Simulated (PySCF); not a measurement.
Functional benchmark on one molecule

Molecule: Acetyl fluoride, C2H3FO.

Atoms are numbered as in `[CH3:1][C:2](=[O:3])[F:4]`. Each H is labelled by its parent atom.

Geometry PBE0-D3(BJ)/def2-SVP throughout; GIAO in PySCF 2.14, gas phase, one conformer, non-relativistic; equivalent atoms averaged; basis pcSseg-2.

Reference values (measured; solution; E. Pretsch, P. Bühlmann, M. Badertscher, Structure Determination of Organic Compounds, 4th ed., Springer 2009): δ(F4) = 49.0 ppm vs CFCl3. Computed shifts are taken against CFCl3, calculated as an isolated molecule at each level.

Q: How do the functionals WP04, B97-2, BHandHLYP, CAM-B3LYP, wB97X-D, LC-wPBE perform against the reference? Times are CPU seconds on 1 thread of an x86-64 server CPU, shared host.

A: 
```tsv
functional	kind	F4	abs. error F	core-s
WP04	global hybrid	46.9	2.1	13
B97-2	global hybrid	47.0	2.0	9.2
BHandHLYP	global hybrid	51.4	2.4	8.4
CAM-B3LYP	range-separated hybrid	54.3	5.3	12
wB97X-D	range-separated hybrid	55.4	6.4	14
LC-wPBE	range-separated hybrid	67.4	18.4	22
```

For ¹⁹F the closest is B97-2 (2.0 ppm, with WP04 practically level) and the furthest LC-wPBE (18.4 ppm). One molecule is a small sample, and vibrational and solvent effects are absent from the calculation.
